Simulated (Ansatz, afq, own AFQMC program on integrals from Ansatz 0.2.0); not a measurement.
## AlSiH3, triplet: AFQMC among the cluster methods

| atom | x (Å) | y (Å) | z (Å) |
| --- | --- | --- | --- |
| Al | -1.6988 | 0.0000 | 0.0000 |
| H | -2.4918 | 1.3734 | 0.0000 |
| H | -2.4918 | -1.3734 | 0.0000 |
| H | 0.1602 | 0.0000 | 0.0000 |
| Si | 1.8052 | 0.0000 | 0.0000 |

Connectivity, by distances: AlH2 ··· Si, 1 bridging H.

Basis cc-pVTZ. Noble-gas cores (and the filled d shells of Ga–Kr and In–Xe) are frozen. AFQMC by an in-house program on the Cholesky factors that Ansatz 0.2.0 writes for its CCSD(T) run. ph-AFQMC/CISD is guided by a CISD state made of CCSD amplitudes; releasing the constraint for a short imaginary time cuts its bias at the price of noise, slowly where states lie close. ± is one standard error of the sampling.

Determinant: UHF, the one that the program's search chose, which needn't be the lowest solution. The geometry is a point of a scan.

No full CI on the walks' own integrals is used here; CCSDT(Q) serves as the reference and is uncertain by about the last step of the cluster series.

Cautions: lower spins were not checked; the ph-AFQMC/CISD walk drifts between its halves (2.5 errors).

The T1 diagnostic is 0.0285. The weight of the determinant in the CISD state is 0.854 and the ⟨S²⟩ of the determinant is 2.038. The size of the correlated space is 10 electrons in 100 orbitals.

Reference: CCSDT(Q), correlation energy -5.810 eV. The released energy is read at 2.40 1/Eh (meV from the phaseless value at times in 1/Eh: -6 ± 4 at 0.24, -10 ± 3 at 0.51, -18 ± 3 at 0.99, -15 ± 5 at 1.62, -19 ± 6 at 2.40).

| level | E − E(reference) (meV) | share of correlation (%) |
| --- | --- | --- |
| HF | 5810.1 | 0.00 |
| MP2 | 1346.8 | 76.82 |
| CCSD | 246.4 | 95.76 |
| CCSD(T) | 56.2 | 99.03 |
| CCSDT | 10.0 | 99.83 |
| ph-AFQMC/CISD | 21.9 ± 4.9 | 99.62 |
| released AFQMC | 2.6 ± 5.8 | 99.95 |

A walk keeps the symmetry of its determinant, which the program's search chose and which needn't be the lowest solution, so a lower state of the same spin and another symmetry isn't excluded. Released energies are given only where the last usable release times agree within the noise; a slower fall can still hide under it.
